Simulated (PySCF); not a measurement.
# How the numerical set-up moves the result for HCl

Aim: see how much the energy and properties of HCl depend on the numerical set-up.

The runs use PySCF 2.14.0; each script names its method and basis.

2 further runs of the same task are left out: 2 that didn't finish.

### Step 1. The system as given

HCl: 2 atoms, charge 0, spin multiplicity 1.

Bond lengths: H1–Cl2 1.290 Å.

### Step 2. Base script

Contents of input.py:

```python
from pyscf import gto, scf

mol = gto.M(
    atom='H 0 0 0; Cl 0 0 1.29',
    basis='def2-svpd',
    charge=0,
    spin=0,
    verbose=4,
)
mf = scf.UHF(mol)
mf.kernel()
mf.dip_moment()
print('orbital energies (hartree):', [e[max(0, n-3):n+3].round(4) for e, n in zip(mf.mo_energy, mol.nelec)])
```

Started as:

```
$ OMP_NUM_THREADS=1 python input.py
```

Its log is not repeated here.

It gives: E(SCF) = -459.947617 Eh, 10 cycles, μ = 1.25 D.

The bond length is a typed value, not an optimised one.

### Step 3. Density fitting cc-pvdz-jkfit

Edit 1 changes density fitting: none → cc-pvdz-jkfit.

Contents of input.py:

```python
from pyscf import gto, scf

mol = gto.M(
    atom='H 0 0 0; Cl 0 0 1.29',
    basis='def2-svpd',
    charge=0,
    spin=0,
    verbose=4,
)
mf = scf.UHF(mol)
mf = mf.density_fit(auxbasis='cc-pvdz-jkfit')
mf.kernel()
mf.dip_moment()
print('orbital energies (hartree):', [e[max(0, n-3):n+3].round(4) for e, n in zip(mf.mo_energy, mol.nelec)])
```

Started as:

```
$ OMP_NUM_THREADS=1 python input.py
```

### Step 4. Def2-tzvpp

Edit 2 changes basis set: def2-svpd → def2-tzvpp.

Edit input.py of step 2 so:

```diff
@@ -4,3 +4,3 @@
     atom='H 0 0 0; Cl 0 0 1.29',
-    basis='def2-svpd',
+    basis='def2-tzvpp',
     charge=0,
```

### Step 5. Cartesian functions on

Edit 3 changes Cartesian functions: off → on.

Edit input.py of step 2 so:

```diff
@@ -7,2 +7,3 @@
     spin=0,
+    cart=True,
     verbose=4,
```

### Step 6. X2c-svpall (X2C on)

Edit 4 changes basis set: def2-svpd → x2c-svpall; spin-free X2C: off → on.

Edit input.py of step 2 so:

```diff
@@ -4,3 +4,3 @@
     atom='H 0 0 0; Cl 0 0 1.29',
-    basis='def2-svpd',
+    basis='x2c-svpall',
     charge=0,
@@ -10,2 +10,3 @@
 mf = scf.UHF(mol)
+mf = mf.sfx2c1e()
 mf.kernel()
```

### Step 7. Lanl2dz (core potential on)

Edit 5 changes basis set: def2-svpd → lanl2dz; core potential: off → on. The core potential changes with it: totals don't compare.

Edit input.py of step 2 so:

```diff
@@ -4,3 +4,4 @@
     atom='H 0 0 0; Cl 0 0 1.29',
-    basis='def2-svpd',
+    basis='lanl2dz',
+    ecp={'Cl': 'lanl2dz'},
     charge=0,
```

Before running it: what results should come out? Wanted: for each run, E(SCF); from base; gap; SCF dipole.

As calculated:

```csv
run,E(SCF) (hartree),from base (eV),cycles,gap (eV),SCF dipole (D),functions
base,-459.947617,0,10,15.32,1.25,35
density fitting cc-pvdz-jkfit,-459.947595,+0.0006,10,15.33,1.25,35
def2-tzvpp,-460.098807,-4.1141,10,16.30,1.27,56
Cartesian functions on,-459.953127,-0.1499,10,14.96,1.25,37
x2c-svpall (X2C on),-461.331076,not comparable,10,16.94,1.41,23
lanl2dz (core potential on),-15.276872,not comparable,7,17.56,1.95,10
```

Of the runs whose energies can be compared, “def2-tzvpp” moves the SCF energy most (-4.114 eV). def2-tzvpp (56 functions) gives an energy 4.11 eV lower than def2-svpd (35).
